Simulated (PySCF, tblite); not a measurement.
## hydrogen fluoride and hydrogen chloride

A gas-phase complex of hydrogen fluoride and hydrogen chloride; neutral, singlet. The structure comes from a short search (6 tight-binding starts) and was relaxed by PBE0-D3(BJ)/def2-TZVPD; another way of binding may lie lower. Frequencies by PBE0-D3(BJ)/def2-TZVPD show no clear imaginary mode.

```
part               name  SMILES  atoms  charge  multiplicity
   1  hydrogen fluoride       F    1–2       0             1
   2  hydrogen chloride      Cl    3–4       0             1
```

Coordinates in Å:
```
F1      0.465    0.293   -0.193
H2     -0.323   -0.165   -0.015
Cl3    -2.091   -1.398    0.690
H4     -1.471   -1.801    1.737
```

Contacts between parts, classed by geometry: H2···Cl3 2.268 Å (hydrogen bond, 172°).

Interaction energies are complex less parts, with the parts frozen as they stand in it; counterpoise-corrected, in kcal/mol (PySCF). The CCSD(T) estimate is Hartree-Fock/aug-cc-pVQZ, plus the MP2 correlation part extrapolated as X⁻³ from aug-cc-pVTZ and aug-cc-pVQZ, plus CCSD(T) less MP2 in aug-cc-pVDZ; noble-gas cores are frozen. It isn't the exact limit.

Q: Give the interaction energy at each level run.

A: 
| level | interaction | superposition error removed |
| --- | --- | --- |
| Hartree-Fock/aug-cc-pVQZ | -1.38 | - |
| MP2/aug-cc-pVQZ | -2.92 | -0.30 |
| CCSD(T), estimated basis limit | -2.91 | - |

Q: What holds them together? Decompose the MP2/aug-cc-pVQZ energy: frozen parts, their antisymmetrised product, then relaxation.

A: electrostatic -4.0, Pauli repulsion +5.3, orbital relaxation -2.7, correlation -1.8 kcal/mol, which sum to the value before the counterpoise correction, the first three by Hartree-Fock. Of the attraction, 47 % is electrostatic, 32 % is orbital relaxation, 21 % is correlation.

The parts were also relaxed and run alone, at the levels used for the complex: shieldings by PBE0/pcSseg-3; core levels by delta-SCF with SCAN, pcX-2 on the ionised atom and pcseg-1 elsewhere, spin-free X2C (2p3/2 is the spin-free 2p value less a third of a first-order spin-orbit splitting).

Q: What does binding change?

A: 
```csv
property,alone,in the complex,change
F1–H2 bond (Å),0.921,0.929,+0.008
shielding of H2 (ppm),29.07,27.18,-1.89
shielding of Cl3 (ppm),946.3,931.2,-15.1
shielding of F1 (ppm),410.6,390.0,-20.6
F1 1s core level (eV),694.11,693.14,-0.97
Cl3 2p3/2 core level (eV),207.39,208.18,+0.80
```

The 3 runs behind this took 63 s in all, one thread each of Arm Neoverse N1 on a shared host, launched as `OMP_NUM_THREADS=1 python cluster_run.py task.json out`.
